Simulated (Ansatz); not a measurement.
Born–Oppenheimer molecular dynamics of CH6BCl (9 atoms, charge 0, multiplicity 1). It starts from a rough guess of a transition structure, not a stationary point.

The calculation used UKS PBE/6-31G* (Ansatz 0.2.0).

```
ensemble                      : NVE (velocity Verlet)
time step                     : 0.5 fs
steps asked                   : 150
starting velocities drawn for : 300 K
seed                          : 79667
```

Frames 5 fs apart, positions in Å, forces in eV/Å.

Velocities at 10.0 fs (Å/ps):

```
B 6.86 4.60 -7.43
Cl -2.97 -2.11 2.43
H -4.88 16.32 16.47
H 8.57 -12.17 16.20
H 7.58 -15.98 26.98
C 5.29 2.70 -1.27
H -10.13 -2.34 -14.70
H -14.73 5.15 -3.10
H -18.71 1.68 -32.53
```

```xyz
9
Properties=species:S:1:pos:R:3:forces:R:3 time_fs=10.0 energy_less_start_eV=-0.068 T=376
B -0.471 -0.014 -0.792 1.94 0.41 -1.61
Cl 1.017 1.099 -1.768 -0.63 -0.77 0.13
H -0.454 -1.172 -1.175 -0.32 0.58 -0.05
H -1.266 0.839 -0.726 -0.97 -0.02 0.27
H 0.751 0.193 0.014 0.18 0.57 -1.89
C 0.190 -0.163 0.880 1.34 -0.14 2.51
H 0.209 0.720 1.517 -0.19 0.26 0.33
H 1.043 -0.819 1.137 -0.05 -0.17 0.36
H -0.665 -0.755 1.065 -1.32 -0.73 -0.05
9
Properties=species:S:1:pos:R:3:forces:R:3 time_fs=15.0 energy_less_start_eV=-0.382 T=722
B -0.416 0.020 -0.843 0.49 1.95 -0.40
Cl 1.000 1.087 -1.756 -0.55 -0.45 -0.43
H -0.510 -1.104 -1.141 -0.07 -0.66 -0.77
H -1.335 0.786 -0.623 0.14 -0.41 -0.22
H 0.808 0.182 -0.071 -0.73 -0.14 0.59
C 0.214 -0.157 0.896 -0.58 -0.68 0.52
H 0.142 0.759 1.507 0.06 -0.31 0.05
H 1.010 -0.856 1.197 -0.07 -0.04 0.42
H -0.771 -0.745 0.889 1.31 0.75 0.26
9
Properties=species:S:1:pos:R:3:forces:R:3 time_fs=20.0 energy_less_start_eV=-0.438 T=784
B -0.351 0.086 -0.907 -1.56 -0.62 -0.79
Cl 0.980 1.071 -1.746 -0.16 0.28 -1.09
H -0.568 -1.103 -1.252 0.58 1.03 -0.04
H -1.390 0.668 -0.568 0.76 0.10 -0.51
H 0.760 0.160 -0.077 0.23 -0.36 1.82
C 0.232 -0.163 0.929 1.40 0.20 0.28
H 0.089 0.750 1.524 0.24 -0.12 0.03
H 0.963 -0.899 1.342 -0.26 0.41 -0.19
H -0.700 -0.637 0.769 -1.23 -0.93 0.50
9
Properties=species:S:1:pos:R:3:forces:R:3 time_fs=25.0 energy_less_start_eV=-0.567 T=926
B -0.315 0.144 -0.988 -0.93 -0.78 -0.43
Cl 0.958 1.057 -1.744 1.00 1.24 -1.30
H -0.508 -0.941 -1.394 0.36 -0.91 -0.19
H -1.319 0.592 -0.612 -0.68 1.22 0.12
H 0.818 0.106 0.146 1.43 0.45 -1.68
C 0.257 -0.173 0.976 -2.62 -1.17 2.40
H 0.079 0.726 1.562 0.03 0.25 0.31
H 0.884 -0.893 1.483 0.41 -0.50 0.40
H -0.746 -0.652 0.773 0.99 0.19 0.38
9
Properties=species:S:1:pos:R:3:forces:R:3 time_fs=30.0 energy_less_start_eV=-0.578 T=940
B -0.306 0.182 -1.076 -2.96 -1.56 0.38
Cl 0.944 1.052 -1.751 2.65 2.57 -2.01
H -0.366 -0.926 -1.559 -0.24 -0.16 0.58
H -1.323 0.740 -0.659 0.62 -0.16 -0.21
H 1.047 0.084 0.201 -2.03 -0.89 1.72
C 0.256 -0.200 1.061 3.11 0.49 0.72
H 0.085 0.733 1.651 0.05 -0.49 -0.28
H 0.859 -0.944 1.671 -0.49 0.61 -0.37
H -0.677 -0.678 0.846 -0.72 -0.40 -0.53
9
Properties=species:S:1:pos:R:3:forces:R:3 time_fs=35.0 energy_less_start_eV=-0.794 T=1180
B -0.355 0.189 -1.160 -1.25 -1.51 -0.62
Cl 0.947 1.063 -1.771 2.21 1.76 -1.10
H -0.283 -0.969 -1.603 -0.76 0.53 0.84
H -1.240 0.878 -0.738 -0.33 -0.48 0.13
H 0.995 -0.080 0.465 2.56 0.66 -3.02
C 0.289 -0.225 1.164 -3.13 -1.44 2.61
H 0.089 0.683 1.708 -0.32 0.67 0.23
H 0.765 -0.920 1.833 0.31 -0.73 0.84
H -0.659 -0.740 0.836 0.70 0.54 0.08
9
Properties=species:S:1:pos:R:3:forces:R:3 time_fs=40.0 energy_less_start_eV=-1.057 T=1470
B -0.432 0.170 -1.253 0.64 1.48 -0.05
Cl 0.964 1.086 -1.798 0.53 0.31 -0.56
H -0.362 -0.957 -1.480 -0.47 -1.25 -0.16
H -1.225 0.915 -0.789 -0.77 -0.34 0.16
H 1.153 -0.174 0.439 -1.73 -0.02 2.28
C 0.301 -0.270 1.299 2.48 0.03 -0.37
H 0.045 0.716 1.777 0.27 -0.64 -0.57
H 0.696 -0.979 2.097 -0.37 0.62 -0.80
H -0.562 -0.726 0.823 -0.58 -0.20 0.07
9
Properties=species:S:1:pos:R:3:forces:R:3 time_fs=45.0 energy_less_start_eV=-1.128 T=1548
B -0.499 0.169 -1.348 0.52 -0.08 0.62
Cl 0.985 1.111 -1.830 -1.02 -0.88 0.06
H -0.549 -1.096 -1.371 0.18 1.41 -0.44
H -1.363 0.864 -0.820 0.24 -0.42 -0.54
H 1.088 -0.254 0.751 3.12 0.27 -2.14
C 0.340 -0.318 1.430 -3.52 -0.29 0.77
H 0.040 0.668 1.756 0.00 0.60 0.39
H 0.575 -0.961 2.256 0.21 -0.56 0.67
H -0.533 -0.726 0.853 0.28 -0.05 0.61
9
Properties=species:S:1:pos:R:3:forces:R:3 time_fs=50.0 energy_less_start_eV=-1.020 T=1428
B -0.551 0.173 -1.431 1.28 0.98 0.50
Cl 0.999 1.130 -1.861 -1.89 -1.32 0.29
H -0.696 -1.005 -1.368 0.72 -0.43 -0.69
H -1.477 0.744 -0.954 -0.13 0.78 -0.22
H 1.360 -0.308 0.908 -2.19 -0.38 1.43
C 0.347 -0.368 1.561 2.03 0.81 -0.48
H 0.058 0.689 1.793 0.33 -0.56 0.26
H 0.477 -1.000 2.484 0.05 0.60 -0.64
H -0.483 -0.761 0.982 -0.21 -0.48 -0.45
9
Properties=species:S:1:pos:R:3:forces:R:3 time_fs=55.0 energy_less_start_eV=-1.244 T=1672
B -0.578 0.199 -1.503 0.83 1.11 0.13
Cl 1.001 1.141 -1.890 -2.02 -1.27 0.42
H -0.686 -0.988 -1.517 0.67 -0.26 -0.34
H -1.591 0.771 -1.153 0.52 0.41 -0.23
H 1.335 -0.430 1.246 1.29 -0.24 -0.89
C 0.373 -0.406 1.685 -1.71 -0.20 0.38
H 0.127 0.635 1.897 -0.22 0.30 0.05
H 0.399 -0.954 2.629 0.02 -0.16 0.31
H -0.431 -0.873 1.056 0.62 0.31 0.16
9
Properties=species:S:1:pos:R:3:forces:R:3 time_fs=60.0 energy_less_start_eV=-1.292 T=1727
B -0.584 0.247 -1.574 1.07 -0.53 -0.93
Cl 0.989 1.143 -1.916 -1.48 -0.76 0.44
H -0.535 -1.016 -1.734 -0.07 1.48 0.38
H -1.600 0.896 -1.394 0.48 -0.20 0.12
H 1.476 -0.613 1.471 -1.54 0.49 0.31
C 0.381 -0.445 1.816 2.14 -0.25 0.80
H 0.167 0.621 2.000 0.01 -0.07 -0.50
H 0.318 -0.923 2.815 -0.14 -0.12 -0.25
H -0.291 -0.946 1.130 -0.48 -0.05 -0.38
9
Properties=species:S:1:pos:R:3:forces:R:3 time_fs=65.0 energy_less_start_eV=-1.305 T=1740
B -0.567 0.293 -1.663 1.06 1.77 -0.92
Cl 0.968 1.141 -1.940 -0.11 0.21 0.31
H -0.391 -0.809 -1.883 -0.45 -1.91 0.19
H -1.518 0.992 -1.608 -0.50 -0.08 0.44
H 1.468 -0.707 1.687 -0.37 0.39 0.24
C 0.408 -0.489 1.961 0.19 -0.49 -0.27
H 0.203 0.601 2.008 0.15 -0.35 -0.19
H 0.210 -0.930 2.965 -0.06 0.05 -0.45
H -0.206 -0.997 1.167 0.08 0.40 0.64
```

Of the whole run (75 fs, mean temperature of the second half 1598 K): The conserved energy stayed within 0.32 meV per atom of its start (net change -0.048 meV per atom), so the integration is sound. The system heated up, since it started high on the potential surface and ran downhill. A run of 0.075 ps of so small a system gives no equilibrium averages. The orbitals stay closed-shell, which can raise the energy where a bond breaks towards radicals; this wasn't checked here.

The run took 4.3 min on 1 thread of Intel(R) Xeon(R) Platinum 8488C (Sapphire Rapids), with other jobs on the host, peak memory 0.14 GiB.
